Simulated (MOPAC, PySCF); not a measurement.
CHN, SMILES `C#N`, neutral singlet in the gas phase. 

Cartesian coordinates (Å):
SMILES: N#C
```xyz
3

C     -0.0215    -0.3073     0.0000
N      1.0123    -0.8195     0.0000
H     -0.9889     0.1718     0.0000
```
Charge 0, spin multiplicity 1.

All levels are single points at this geometry (PBE0-D4/def2-SVP); Pople sets use spherical d functions. Orbital energies aren't observables, and empty levels follow the basis.

PM6 in MOPAC gives dipole (D) = 2.70.

Problem. Estimate the dipole (D) from each of these levels: B3LYP-D3(BJ)/def2-TZVP in PySCF; PBE0-D4/def2-TZVP in PySCF; B3LYP/3-21G in PySCF; M06-2X/6-31G* in PySCF; PBE/6-31G* in PySCF; HF/6-31G* in PySCF; AM1 in MOPAC; PM7 in MOPAC.

Solution. 
```tsv
level	dipole (D)
B3LYP-D3(BJ)/def2-TZVP in PySCF	3.05
PBE0-D4/def2-TZVP in PySCF	3.05
B3LYP/3-21G in PySCF	2.74
M06-2X/6-31G* in PySCF	2.94
PBE/6-31G* in PySCF	2.81
HF/6-31G* in PySCF	3.25
AM1 in MOPAC	2.38
PM7 in MOPAC	2.85
```
